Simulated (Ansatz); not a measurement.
Saddle point of Si2H7Cl, singlet (SiH₃Cl ([SiH3][Cl]) + SiH₄ → SiH₃Cl ([SiH3][Cl]) + SiH₄; bonds formed: Si1–H7, Cl2–Si6; bonds broken: Si1–Cl2, Si6–H7), PBE0-D4/def2-TZVP structure:

Si1  (-0.326, 0.809, -1.255)
Cl2  (0.915, -1.113, -0.930)
H3  (0.028, 0.661, -2.700)
H4  (-1.810, 0.717, -1.237)
H5  (0.258, 2.123, -0.875)
Si6  (0.307, -0.785, 1.275)
H7  (-0.387, 0.477, 0.398)
H8  (0.997, 0.267, 2.067)
H9  (1.094, -2.024, 1.560)
H10  (-1.075, -1.131, 1.698)
(Å)

Energies are electronic, without zero-point energy. Barriers and step energies count from the start structure reached by relaxing down the imaginary mode; all methods use the PBE0-D4 structures, on which another method's saddle can fall below an end. Ansatz 0.2.0; basis: def2-TZVPP, with def2-QZVPP for the basis limit; cores frozen in the correlated methods. B3LYP uses VWN-RPA correlation. Extrapolation: Hartree–Fock as exp(−7.88 √X), correlation as X^−2.97.

```tsv
method	barrier (eV)	step energy (eV)
SPW92	?	0.000
PBE-D4	1.664	0.000
BLYP-D4	1.894	0.000
r2SCAN-D4	1.831	0.000
B97M-V	1.880	0.000
PBE0-D4	1.829	0.000
B3LYP-D4	2.009	0.000
r2SCAN0-D4	1.928	0.000
BHLYP-D4	2.186	0.000
CAM-B3LYP-D4	2.120	0.000
wB97X-V	2.071	0.000
wB97M-V	1.993	0.000
B2PLYP	2.121	0.000
PBE-QIDH	1.995	0.000
RPA on PBE	2.122	0.000
HF	?	0.000
MP2	?	0.000
CCSD	2.213	0.000
CCSD(T)	2.107	0.000
```

(1) Fill in the withheld barriers. (Judge from chemistry; the value comes from the calculation.)

No T1 diagnostic of these runs exceeds 0.012. The start structure is not quite a true minimum (one mode of 54i cm⁻¹). The end structure is not quite a true minimum (one mode of 56i cm⁻¹).

## Answers

(1) By the calculation: SPW92 1.402; MP2 2.078; HF 2.776 eV. Each is the energy of the saddle less that of the start structure, by the same method.

For comparison, the barrier by CCSD(T) at an estimated basis limit (MP2 extrapolated from triple and quadruple zeta, plus CCSD(T) − MP2 in triple zeta) is 2.048 eV.

Ligand swaps between two centres remove the fluorinated layer in thermal atomic layer etching, and scramble precursors in the gas phase.

Labels in which every atom is bracketed show which atoms are joined, not bond orders.

For scale, one of the runs: CCSD(T)/def2-TZVPP, 224 basis functions, launched by `ansatz run in.yaml --threads 4 --pin off --events-out ev --progress --plain --max-ram 9574MiB`. The run took 37 s on 4 CPU threads of an Arm Neoverse V1 (shared host), with 3.2 GiB of host memory at its peak.
